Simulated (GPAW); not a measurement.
# C2HFO (SMILES O=C=CF) at TPSS-D3(0)/plane waves (scalar-relativistic datasets, plane-wave cutoff 450 eV)

Aim: a geometry optimisation of C2HFO. 

Program for the calculation: GPAW 26.7.0.

2 further runs of the same task are left out: 2 that didn't finish.

### Step 1. The molecule

The species is C2HFO (5 atoms), meant as a singlet with charge 0. As SMILES, `O=C=CF`. All atoms were displaced at random from a relaxed shape. The run starts from this shape.

Bond lengths: O1–C2 1.107 Å, C2–C3 1.340 Å, C3–F4 1.402 Å, C3–H5 1.091 Å. Angles: O1–C2–C3 165.4°, C2–C3–F4 122.4°, C2–C3–H5 120.7°, F4–C3–H5 116.6°.

### Step 2. A structure relaxation at TPSS-D3(0)/plane waves (scalar-relativistic datasets, plane-wave cutoff 450 eV)

The input, mol.sdf:

```

     RDKit          3D

  5  4  0  0  0  0  0  0  0  0999 V2000
    0.6921   -1.2791    1.2909 O   0  0  0  0  0  0  0  0  0  0  0  0
    0.2944   -0.6656    0.4603 C   0  0  0  0  0  0  0  0  0  0  0  0
   -0.1649    0.3259   -0.3150 C   0  0  0  0  0  0  0  0  0  0  0  0
   -1.2328    0.1494   -1.2065 F   0  0  0  0  0  0  0  0  0  0  0  0
    0.3461    1.2897   -0.3492 H   0  0  0  0  0  0  0  0  0  0  0  0
  2  1  2  0
  3  2  2  0
  4  3  1  0
  5  3  1  0
M  END
$$$$
```

The input, mol.py:

```python
from ase.calculators.mixing import SumCalculator
from ase.io import read, write
from ase.optimize import FIRE2
from dftd3.ase import DFTD3
from gpaw import GPAW, PW

# Geometry
atoms = read('mol.sdf')
atoms.center(vacuum=4.0)

# Ground state
calculator = GPAW(mode=PW(450),
                  xc='TPSS',
                  occupations={'name': 'fermi-dirac', 'width': 0.02},
                  eigensolver='davidson',
                  mixer={'name': 'pulay', 'beta': 0.1, 'nmaxold': 5, 'weight': 1.0},
                  convergence={'eigenstates': 1e-06},
                  maxiter=100,
                  symmetry='off',
                  txt='-')
atoms.calc = SumCalculator([DFTD3(method='TPSS', damping='d3zero'), calculator])

opt = FIRE2(atoms, trajectory='mol.traj')
converged = opt.run(fmax=0.05, steps=100)
print('Converged:', converged)
print(f'Final energy = {atoms.get_potential_energy():.5f} eV')
print(f'r(F3-C2) = {atoms.get_distance(3, 2):.4f} Ang')
print(f'r(C2-C1): {atoms.get_distance(2, 1):.4f} Ang')
write('relaxed.xyz', atoms)
```

The run is started by

```sh
$ OMP_NUM_THREADS=1 python mol.py
```

The program printed:

```text
[...]
  mode=PW(ecut=450.00000000000006),
[...]
Number of symmetries: 1
[...]
  Number of IBZ points: 1
[...]
Cutoff: 450.00000000000006 eV
Spin-components: 1 (collinear spins)
Bands:           17
[...]
  Valence electrons: 22.0
[...]
  Grid points: [49 54 54]
  Charge: 0.0  # |e|
[...]
    cutoffs:
[...]
occupation numbers:
  Fermi-Dirac:
[...]
xc functional:
  name: TPSS with 2 nearest neighbor stencil
[...]
|iter     |     time |      energy | eigst |  dens |
[...]
|iter:   1| 00:00:03 |  148.265889 | +1.92 |       |
[...]
Converged in 22 steps
[...]
dipole moment: (0.190691, 0.118307, 0.077291)  # |e|*Ang
Fermi level: -4.377
[...]
Converged in 17 steps
[...]
Converged in 4 steps
[...]
Converged in 4 steps
[...]
Converged in 5 steps
[...]
|iter:   6| 00:14:48 |  -37.107435c| -7.30c| -4.27c|
Converged in 6 steps
[...]
Energy contributions relative to reference atoms: (reference = -6822.679480)
Energy contributions:
  Kinetic:          26.502068
  Coulomb:         -27.677913
  Zero:              0.248583
  External:          0.000000
  Xc:              -36.180173
  Entropy:          -0.000000
  Spinorbit:         0.000000
  ----------------------------
  Free energy:     -37.107435
  Extrapolated:    -37.107435
dipole moment: (0.137652, 0.235614, 0.005539)  # |e|*Ang
Fermi level: -4.666
Eigenvalues  # (at kpt = [0.000, 0.000, 0.000])
| band index |      eig [eV] | occ [0-2] |
|------------|---------------|-----------|
|          0 |       -31.244 |     2.000 |
|        ... |               |           |
|          3 |       -14.353 |     2.000 |
|          4 |       -13.186 |     2.000 |
|          5 |       -12.661 |     2.000 |
|          6 |       -11.500 |     2.000 |
|          7 |       -10.822 |     2.000 |
|          8 |       -10.449 |     2.000 |
|          9 |        -9.412 |     2.000 |
|         10 |        -5.514 |     2.000 |
|         11 |        -2.983 |     0.000 |
|         12 |        -0.358 |     0.000 |
[...]
Gap: 2.530 eV
Transition (v -> c):
[...]
Forces  # eV/Ang
|        x |        y |        z |
|----------|----------|----------|
|  0.02209 | -0.01694 |  0.00318 |  # O    0
| -0.01471 |  0.03078 | -0.02596 |  # C    1
|  0.01022 | -0.01218 |  0.02852 |  # C    2
|  0.03141 | -0.00738 |  0.02213 |  # F    3
| -0.02538 |  0.00444 | -0.01786 |  # H    4
Force computation time: 0.378  # s
FIRE2:   35 hh:mm:ss      -37.133664        0.029822
Converged: True
Final energy = -37.13366 eV
r(F3-C2) = 1.3672 Ang
r(C2-C1): 1.3229 Ang
```

Wall time 15 min (1 thread of Arm Neoverse V1, shared host); peak memory 0.46 GiB.

Steps, from the record of the run:

| step | energy from the first frame kept (eV) | largest force (eV/Å) |
| --- | --- | --- |
| 0 | 0.0000 | 8.7712 |
| 2 | -0.2516 | 3.6488 |
| 4 | -0.3073 | 0.9606 |
| 6 | -0.3114 | 0.7819 |
| 8 | -0.3168 | 0.6976 |
| 10 | -0.3233 | 0.6256 |
| 12 | -0.3303 | 0.5223 |
| 14 | -0.3372 | 0.4313 |
| 16 | -0.3438 | 0.3353 |
| 18 | -0.3498 | 0.2446 |
| 20 | -0.3551 | 0.1990 |
| 22 | -0.3594 | 0.1787 |
| 24 | -0.3630 | 0.1882 |
| 26 | -0.3663 | 0.1883 |
| 28 | -0.3695 | 0.1442 |
| 30 | -0.3719 | 0.0883 |
| 32 | -0.3723 | 0.2715 |
| 34 | -0.3725 | 0.0913 |
| 35 | -0.3725 | 0.0298 |

After the run. Bond lengths: O1–C2 1.175 Å, C2–C3 1.323 Å, C3–F4 1.367 Å, C3–H5 1.080 Å. Angles: O1–C2–C3 178.0°, C2–C3–F4 120.2°, C2–C3–H5 122.4°, F4–C3–H5 117.4°.

### Step 3. Outcome

At TPSS-D3(0)/plane waves (scalar-relativistic datasets, plane-wave cutoff 450 eV):

| quantity | value |
| --- | --- |
| energy as printed (from the program's reference atoms) | -37.1337 eV |
| dipole moment | 1.31 D |
| HOMO energy (from the vacuum level) | -5.86 eV |
| LUMO energy (from the vacuum level) | -3.33 eV |
| HOMO–LUMO gap | 2.53 eV |
| dispersion energy | -2.53 kJ/mol |

At the final geometry: Bond lengths: O1–C2 1.175 Å, C2–C3 1.323 Å, C3–F4 1.367 Å, C3–H5 1.080 Å. Angles: O1–C2–C3 178.0°, C2–C3–F4 120.2°, C2–C3–H5 122.4°, F4–C3–H5 117.4°. The optimisation took 35 steps and changed the energy by -0.373 eV.
